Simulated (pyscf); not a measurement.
PySCF, gas phase, ωB97X-D3(BJ)/def2-SVP geometries.

Task: Estimate the classical barrier height and the reaction energy of H₃C–InH₂ + NH₃ → H₃C–InH–NH₂ + H₂ at ωB97X-D3(BJ)/def2-TZVP. The step runs on the singlet surface, breaks H–In, H–N and forms In–N, H–H; take the separated reactants as zero.

Result: ΔE‡ = 72.0 kJ/mol, ΔE = -5.2 kJ/mol. ωB97M-D3(BJ)/def2-TZVP gives 82.6 kJ/mol and +3.7 kJ/mol. Zero-point energy shifts the barrier by -2.5 kJ/mol. It is a four-centre exchange, with an imaginary mode of 1290i cm⁻¹. On the reactant side the descent ends in an adduct with a In–N contact (not fully relaxed), 85.9 kJ/mol under the separated species and 157.9 kJ/mol under the saddle at ωB97X-D3(BJ)/def2-TZVP. What is counted as formed (In–N) is already present as a longer contact in the reactant adduct; forming that adduct is a step of its own. At the saddle there is also a short H–In contact that neither side keeps. One saddle was located; it need not be the lowest between these sides. Elements past Kr carry the def2 core potentials, without spin-orbit coupling.
